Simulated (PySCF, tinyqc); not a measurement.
Inside a calculation. Method: CCSD on RHF in the sto-3g basis, frozen core, for HF, spin multiplicity 1. The lowest restricted solution is unstable here: a spin-polarised one lies 0.0301 hartree lower (PySCF). One step of it, computed by the program tinyqc.

Task: CCSD: starting amplitudes. t_ij^ab = <ij||ab> / (e_i + e_j - e_a - e_b), whose energy is MP2.

orbital energies (hartree): MO1 -25.932927, MO2 -1.404695, MO3 -0.465209, MO4 -0.465209, MO5 -0.437291, MO6 0.274084

Two-electron integrals over orbitals (pq|rs), unique and non-zero (hartree); the lowest 1 orbital is frozen and left out:
```
p,q,r,s,(pq|rs)
2,2,2,2,0.881013
3,2,3,2,0.191586
3,3,2,2,0.900356
3,3,3,3,0.997514
4,2,4,2,0.191586
4,3,4,3,0.053770
4,4,2,2,0.900356
4,4,3,3,0.889973
4,4,4,4,0.997514
5,2,2,2,-0.044641
5,2,3,3,-0.056175
5,2,4,4,-0.056175
5,2,5,2,0.124232
5,3,3,2,-0.021872
5,3,5,3,0.032161
5,4,4,2,-0.021872
5,4,5,4,0.032161
5,5,2,2,0.665064
5,5,3,3,0.650940
5,5,4,4,0.650940
5,5,5,2,-0.007038
5,5,5,5,0.646509
6,2,2,2,-0.067121
6,2,3,3,-0.067342
6,2,4,4,-0.067342
6,2,5,2,-0.084765
6,2,5,5,-0.019328
6,2,6,2,0.091302
6,3,3,2,-0.022549
6,3,5,3,-0.024101
6,3,6,3,0.028171
6,4,4,2,-0.022549
6,4,5,4,-0.024101
6,4,6,4,0.028171
6,5,2,2,-0.261865
6,5,3,3,-0.264663
6,5,4,4,-0.264663
6,5,5,2,0.068448
6,5,5,5,-0.084795
6,5,6,2,0.027798
6,5,6,5,0.251942
6,6,2,2,0.622366
6,6,3,3,0.609168
6,6,4,4,0.609168
6,6,5,2,0.036638
6,6,5,5,0.631926
6,6,6,2,-0.046332
6,6,6,5,-0.030139
6,6,6,6,0.653322
```

Give: Starting amplitudes; correlation energy.

Result:

Starting amplitudes (spin orbitals 1a, 1b, ...; amplitudes related by a flip of all spins are not repeated):
```
from,to,t
5a 5b,6a 6b,-0.1771
2a 2b,6a 6b,-0.0272
4a 4b,6a 6b,-0.0191
3a 3b,6a 6b,-0.0191
2a 5b,6a 6b,-0.0116
```

correlation energy = -0.048817 hartree
